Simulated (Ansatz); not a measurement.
fcc Au, relaxed in Ansatz (plane waves) with several semilocal functionals. Each gives its own volume and its own bulk modulus:

| level | V0 (Å³/atom) | bulk modulus (GPa) | ln V0 | ln B0 |
|---|---|---|---|---|
| LDA | 16.576 | 193.9 | 2.8080 | 5.2673 |
| PBEsol | 17.014 | 174.4 | 2.8340 | 5.1614 |
| PBE | 17.972 | 139.5 | 2.8888 | 4.9381 |

Q: Fit a straight line to ln B0 against ln V0. What does it predict for r²SCAN, whose volume is 17.543 Å³/atom?

A: With x = ln V0 and y = ln B0: means 2.84360 and 5.12227; Σ(Δx Δy) = -0.01386, Σ(Δx²) = 0.003403, so the slope is -4.07. At x = 2.8647 the line gives y = 5.12227 + (-4.07) × (2.8647 − 2.84360) = 5.0364, or 153.9 GPa. The run with r²SCAN gives 153.8 GPa, -0.1 % from the line. The rows used scatter about it by up to 0.0 %, while the largest value lies 39 % above the smallest. For comparison, PBE's own equation of state has B′ = 5.9, the slope −d ln B/d ln V at a fixed functional; the two needn't agree, since functionals also differ at one volume.

Measured: 182 GPa (measured, 0 K value with the zero-point phonon effect removed, our sources range from 175 to 182; as tabulated in Mejia-Rodriguez and Trickey (2018), arXiv:1807.09216).

Ansatz's density-functional and Hartree–Fock values are scalar-relativistic unless marked +SOC, with PAW data made under PBE.

Ansatz is an electronic-structure program.
